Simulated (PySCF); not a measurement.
Compound: difluorophosphane, F2HP.
Numbering: `[F:1][PH:2][F:3]` (hydrogens: H4 on P2)

Geometry (PBE0-D3(BJ)/def2-SVP, Å), atoms numbered from 1 in this order:
```xyz
4
F2HP angstrom
F      1.2602   -0.5430    0.2998
P     -0.1290   -0.3153   -0.4801
F     -1.1277   -0.2425    0.7801
H      0.0214    1.1116   -0.6239
```

The calculation used PySCF, TDDFT CAM-B3LYP/def2-SVPD, vertical, gas phase, core orbitals frozen in the response.

Kohn–Sham orbitals with the atoms that hold most of them (Löwdin shares over 4%, at most four atoms; ? is withheld):

```json
{"orbital": "LUMO+2", "ε (eV)": "1.83", "atoms": "P2 54%, H4 28%, F3 9%, F1 9%"}
{"orbital": "LUMO+1", "ε (eV)": "0.65", "atoms": "P2 58%, H4 16%, F1 13%, F3 13%"}
{"orbital": "LUMO", "ε (eV)": "?", "atoms": "?"}
{"orbital": "HOMO", "ε (eV)": "-9.65", "atoms": "?"}
{"orbital": "HOMO-1", "ε (eV)": "-13.61", "atoms": "F3 31%, F1 30%, P2 24%, H4 15%"}
{"orbital": "HOMO-2", "ε (eV)": "-13.98", "atoms": "F3 49%, F1 49%"}
{"orbital": "HOMO-3", "ε (eV)": "-14.47", "atoms": "F3 47%, F1 47%, P2 5%"}
```

Task: Give the leading atoms of the LUMO.

Result: P2 (bonded to 2 F and H) 52%; F3 (bonded to P) 17%; F1 (bonded to P) 17%; H4 (bonded to P) 14%. By element: phosphorus 52%, fluorine 33%, hydrogen 14%.

Task: Give the leading atoms of the HOMO.

Result: P2 (bonded to 2 F and H) 55%; H4 (bonded to P) 16%; F3 (bonded to P) 14%; F1 (bonded to P) 14%. By element: phosphorus 55%, fluorine 29%, hydrogen 16%.

Task: What is the LUMO energy, and the HOMO–LUMO gap?

Result: ε(LUMO) = 0.33 eV; the gap is 9.98 eV (0.3669 hartree).

Task: How does S1 compare with the orbital gap of 9.98 eV?

Result: S1 is at 5.95 eV (f = 0.033), 4.03 eV below the gap, made of HOMO→LUMO (98%). 

Task: Give energy, strength and leading configuration of S1, S2, S5 and S6, and follow the Löwdin shares of the leading atoms from the occupied to the empty orbital.

Result: 
- S1 (5.95 eV, f 0.033), HOMO→LUMO (98%): P2 55% → 52%, H4 16% → 14%, F3 14% → 17%
- S2 (6.70 eV, f 0.092), HOMO→LUMO+1 (94%): P2 55% → 58%, H4 16% → 16%
- S5 (10.02 eV, f 0.054), HOMO-1→LUMO (80%): F3 31% → 17%, F1 30% → 17%, P2 24% → 52%
- S6 (10.24 eV, f 0.0060), HOMO-2→LUMO (82%): F3 49% → 17%, F1 49% → 17%, P2 at most 3% → 52%

Löwdin shares depend on the basis, the more so with diffuse functions.
